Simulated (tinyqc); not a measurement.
Inside a calculation. Method: Pariser-Parr-Pople SCF with singles CI, for the molecule C1=CC=C1 (SMILES; centres numbered as the heavy atoms are written). One step of it, computed by the program tinyqc.

Task: PPP integrals. Ohno: gamma = 14.399645/sqrt(R^2 + a^2), a = 2 x 14.399645/(gamma_rr + gamma_ss); H_rr = -W_r - sum_(s != r) z_s gamma_rs; H_rs = beta for bonds.

Centres (angstrom, eV; a flat drawing with bonds scaled to 1.40 angstrom):
```
centre,x,y,core charge z,W,gamma_rr
1C,0.990000,0.000000,1,12.030000,11.520000
2C,0.000000,0.990000,1,12.030000,11.520000
3C,-0.990000,0.000000,1,12.030000,11.520000
4C,0.000000,-0.990000,1,12.030000,11.520000
```

Resonance integrals (eV):
```
i,j,beta
1,2,-2.660000
2,3,-2.660000
3,4,-2.660000
4,1,-2.660000
```

Give: repulsion gamma_rs; core matrix H.

Result:

repulsion gamma_rs (eV):
```
,1C,2C,3C,4C
1C,11.5200,7.6722,6.1496,7.6722
2C,7.6722,11.5200,7.6722,6.1496
3C,6.1496,7.6722,11.5200,7.6722
4C,7.6722,6.1496,7.6722,11.5200
```

core matrix H (eV):
```
,1C,2C,3C,4C
1C,-33.5240,-2.6600,0.0000,-2.6600
2C,-2.6600,-33.5240,-2.6600,0.0000
3C,0.0000,-2.6600,-33.5240,-2.6600
4C,-2.6600,0.0000,-2.6600,-33.5240
```
